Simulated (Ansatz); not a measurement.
# OH (SMILES [OH]): U-r2SCAN0/aug-cc-pVTZ

Aim: the vertical electron affinity of OH at U-r2SCAN0/aug-cc-pVTZ, from 2 runs. 

The calculation is run with Ansatz 0.2.0.

28 further runs of the same task are left out: 28 set aside as unsound or not needed.

### Step 1. The molecule

The species is OH (2 atoms), meant as a doublet with charge 0. SMILES: `[OH]`. Geometry: relaxed at PBE0-D4/def2-TZVP.

Bond lengths: O1–H2 0.973 Å.

### Step 2. The energy at U-r2SCAN0/aug-cc-pVTZ

File run.yaml:

```yaml
crystal:
  periodic: [false, false, false]
  atoms:
    - {symbol: O, position_ang: [0.415880, -0.133150, 0.214550]}
    - {symbol: H, position_ang: [-0.415880, 0.133150, -0.214550]}
basis:
  gaussian:
    orbitals: aug-cc-pVTZ
magnetization:
  spin_polarized: true
  initial_magnetization: 1
hamiltonian:
  xc: {name: r2SCAN0}
accuracy: high
output: {orbitals: {seedname: orbitals}}
```

Run with:

```bash
ansatz run run.yaml --threads 1 --pin off --max-ram 3480MiB --events-out events.jsonl --progress --plain --runs-dir runs
```

What it wrote:

```text
Warning: RAYON_NUM_THREADS=1 ignored (pool sized by the plan → 1); use --threads N
Functional definition: r2SCAN0
  name "r2SCAN0"
  parameter a = 0.25
  parameter k0 = 0.174
  parameter k1 = 0.065
  parameter a1 = 4.9479
  exchange = (1 - a)*r2scan_x(k0 = k0, k1 = k1, a1 = a1) + a*exact_x
  correlation = r2scan_c
899 factors; integrals over basis functions are off by at most 3.0e-9 eV
mean field evaluation 1: about -2059.4367 eV, gradient 1.8e1 eV
mean field evaluation 2: about -2059.2989 eV, gradient 1.9e1 eV
mean field evaluation 4: about -2060.4732 eV, gradient 6.5e-2 eV
mean field evaluation 8: about -2060.4747 eV, gradient 2.9e-3 eV
mean field evaluation 16: about -2060.4747 eV, gradient 1.8e-7 eV
mean field -2060.47466848 eV, -75.7210474267 hartree, gradient 3.0e-8 eV, S^2 0.754243; 0 other end points of the search recorded, 0 dependent functions left out
reference -2060.47467153 eV, -75.7210475387 hartree; 5, 4 occupied and 64, 65 virtual orbitals, 899 factors
Total energy: -2060.47467153 eV, -75.7210475387 hartree
```

Run time: 2.6 s. Hardware: 1 thread of Arm Neoverse V2, shared host; peak memory 0.16 GiB.

### Step 3. The singlet anion

File molecule.yaml:

```yaml
crystal:
  periodic: [false, false, false]
  atoms:
    - {symbol: O, position_ang: [0.415880, -0.133150, 0.214550]}
    - {symbol: H, position_ang: [-0.415880, 0.133150, -0.214550]}
basis:
  gaussian: {orbitals: aug-cc-pVTZ}
total_charge: -1
output: {orbitals: {seedname: orbitals}}
accuracy: high
hamiltonian: {xc: {name: r2SCAN0}}
```

Run with:

```bash
ansatz run molecule.yaml --threads 1 --pin off --max-ram 3480MiB --events-out events.jsonl --progress --plain --runs-dir runs
```

What it wrote:

```text
Warning: RAYON_NUM_THREADS=1 ignored (pool sized by the plan → 1); use --threads N
Functional definition: r2SCAN0
  name "r2SCAN0"
  parameter a = 0.25
  parameter k0 = 0.174
  parameter k1 = 0.065
  parameter a1 = 4.9479
  exchange = (1 - a)*r2scan_x(k0 = k0, k1 = k1, a1 = a1) + a*exact_x
  correlation = r2scan_c
899 factors; integrals over basis functions are off by at most 3.0e-9 eV
mean field evaluation 1: about -2058.9370 eV, gradient 4.1e1 eV
mean field evaluation 2: about -2053.7122 eV, gradient 7.3e1 eV
mean field evaluation 4: about -2061.8736 eV, gradient 5.6e-1 eV
mean field evaluation 8: about -2061.8747 eV, gradient 9.2e-3 eV
mean field evaluation 16: about -2061.8747 eV, gradient 1.1e-7 eV
mean field -2061.87472643 eV, -75.7724986075 hartree, gradient 2.5e-8 eV, S^2 0.000000; 0 other end points of the search recorded, 0 dependent functions left out
reference -2061.87472690 eV, -75.7724986247 hartree; 5, 5 occupied and 64, 64 virtual orbitals, 899 factors
Total energy: -2061.87472690 eV, -75.7724986247 hartree
```

Run time: 1.6 s. Hardware: 1 thread of Arm Neoverse V2, shared host; peak memory 0.12 GiB.

### Step 4. Summary of results

At U-r2SCAN0/aug-cc-pVTZ:

| quantity | value |
| --- | --- |
| doublet OH: total energy | -75.72105 Eh |
| doublet OH: HOMO energy (highest over α and β) | -9.51 eV |
| doublet OH: LUMO energy (lowest over α and β) | -3.61 eV |
| doublet OH: ⟨S²⟩ | 0.754 |
| singlet anion: total energy | -75.77250 Eh |
| singlet anion: HOMO energy | 0.66 eV |
| singlet anion: LUMO energy | 4.29 eV |
| singlet anion: HOMO–LUMO gap (to an unbound level, set by the basis) | 3.63 eV |
| vertical electron affinity (to the singlet anion) | 1.400 eV |

What this shows: At fixed nuclei the extra electron is bound by 1.40 eV (32 kcal/mol). The HOMO (singlet anion) lies at positive energy, 0.66 eV; only total energies tell whether the electron is bound.
